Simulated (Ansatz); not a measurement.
Species: formaldehyde, CH$_{2}$O, net charge 0, singlet state. SMILES: C=O
Coordinates optimised at B3LYP-D3(BJ)/def2-TZVP (Ansatz, a first-principles code):
```
C
O 1 1.1989
H 1 1.1075 2 122.05
H 1 1.1075 3 115.91 2 180.00
```
Charge 0, spin multiplicity 1.

Quantity: vertical ionisation energy to the doublet, in eV. Conventions: non-relativistic; dispersion terms only where a functional's name holds one; 6-311+G** with 5d; no spin-orbit coupling; each state is the SCF solution reached for its charge and spin; frozen cores in correlated levels; open shells spin-unrestricted; 6-31G* and kin with 6d, 5d where marked. Basis-set limits of correlation are two-point, X^-3; Hartree-Fock from the larger set. First-principles rows: single points at B3LYP-D3(BJ) geometries (Ansatz).

Measured values: CCCBDB table in ASE; they hold spin-orbit and core effects. 

Value to compare with, the measured value: 10.88 eV.

```tsv
level	program	vertical ionisation energy to the doublet (eV)	error
B3LYP/STO-3G	Ansatz	8.98	-1.90
B3LYP/3-21G	Ansatz	10.59	-0.29
B3LYP/6-31G*	Ansatz	10.73	-0.15
B3LYP/6-311+G**	Ansatz	10.91	0.03
B3LYP/def2-TZVPD	Ansatz	10.89	0.01
CCSD(T)/CBS(def2-TZVPPD,def2-QZVPPD)	Ansatz	10.99	0.11
```

Among the 4 habitual levels, B3LYP/STO-3G lies farthest from the measured value (-1.90 eV) and B3LYP/6-311+G** nearest (0.03); 1 of 4 lie above it, and their mean absolute error is 0.59 eV, the median 0.22. One case shows no general order.

The sets are all those run for this method; runs whose electronic state is in doubt are left out.
